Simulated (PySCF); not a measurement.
Molecule: SMILES Fc1ccccc1, C₆H₅F.

Mapped SMILES: `[F:1][c:2]1[cH:3][cH:4][cH:5][cH:6][cH:7]1` (H(Xn): hydrogen on atom n).

Spin–spin couplings on one PBE0-D3(BJ)/def2-SVP geometry, PySCF 2.14, gas phase, non-relativistic, equivalent pairs averaged (spin–dipole term only in couplings to heteroatoms); isotopes 1H; basis pcJ-1.

Reference values (Hz): 3J(H(C3),H(C4)) = 8.4 (measured; solution (compiled); Pretsch, Buehlmann, Badertscher, Structure Determination of Organic Compounds, 4th ed., Springer 2009); 3J(H(C4),H(C5)) = 7.5 (measured; solution (compiled); Pretsch, Buehlmann, Badertscher, Structure Determination of Organic Compounds, 4th ed., Springer 2009).

How do the couplings (Hz) change with the functional? Times are CPU seconds on shared hosts with different chips, so compare them loosely.

Results:


```tsv
functional	functions	3J(H(C3),H(C4))	3J(H(C4),H(C5))	mean abs. error	core-s
LDA	239	7.5	6.5	0.9	17
PBE	239	8.7	7.5	0.1	24
KT2	239	10.5	9.0	1.8	25
B3LYP	239	9.3	8.2	0.8	32
PBE0	239	9.0	7.9	0.5	33
B97-2	239	8.2	7.2	0.3	34
BHandHLYP	239	10.5	9.5	2.0	36
CAM-B3LYP	239	9.5	8.5	1.0	46
```

Errors compare magnitudes, without vibrational corrections, and the largest couplings weigh most in the mean. Closest: PBE and B97-2, practically level; furthest: BHandHLYP. Left out for a near triplet instability: HF/pcJ-1.
